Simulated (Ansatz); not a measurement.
# C2H4NO: the cost of one run

All numbers below are computed with Ansatz 0.2.0 (UKS PBE0-D4/def2-SVP).

**1. The starting structure**

Bond lengths: C1–O2 1.369 Å, O2–C3 1.626 Å, C3–N4 1.184 Å, C1–H5 1.103 Å, C1–H6 1.105 Å, C1–H7 1.105 Å, C3–H8 1.109 Å. Angles: C1–O2–C3 112.2°, O2–C1–H5 109.3°, O2–C1–H6 112.0°, O2–C1–H7 111.9°, H5–C1–H6 108.4°, H5–C1–H7 108.4°, H6–C1–H7 106.7°, O2–C3–N4 125.4°, O2–C3–H8 96.8°, N4–C3–H8 137.8°.

Structure file:

```xyz
8

C     0.1220    0.9327   -0.4608
O     0.0610   -0.4049   -0.7463
C    -0.1630   -1.3086    0.5868
N    -0.2614   -0.8902    1.6895
H     0.2646    1.4993   -1.3959
H     0.9569    1.1722    0.2221
H    -0.8016    1.2934    0.0274
H    -0.1784   -2.2939    0.0772
```

**2. End point A**

Contents of input.yaml:

```yaml
crystal:
  periodic: [false, false, false]
  atoms:
    - { symbol: C, position_ang: [0.12198, 0.93273, -0.46077] }
    - { symbol: O, position_ang: [0.06101, -0.40491, -0.74633] }
    - { symbol: C, position_ang: [-0.16296, -1.30863, 0.5868] }
    - { symbol: "N", position_ang: [-0.26143, -0.89025, 1.6895] }
    - { symbol: H, position_ang: [0.26462, 1.4993, -1.39586] }
    - { symbol: H, position_ang: [0.95686, 1.17216, 0.22208] }
    - { symbol: H, position_ang: [-0.80163, 1.29345, 0.02738] }
    - { symbol: H, position_ang: [-0.17845, -2.29386, 0.07719] }
total_charge: -1
magnetization:
  spin_polarized: true
basis:
  gaussian: { orbitals: def2-SVP }
hamiltonian:
  xc: pbe0
  dispersion: d4
relax:
  f_tol: 0.02
  max_steps: 50
```

The run is started by

```bash
ansatz run input.yaml --threads 2 --pin off --max-ram 3072MiB --backend cpu --events-out ev --progress --plain --runs-dir out
```

Q: Estimate wall time and peak memory on 2 threads of Arm Neoverse V1, shared host.

About 44 s, with a peak of 0.18 GiB.
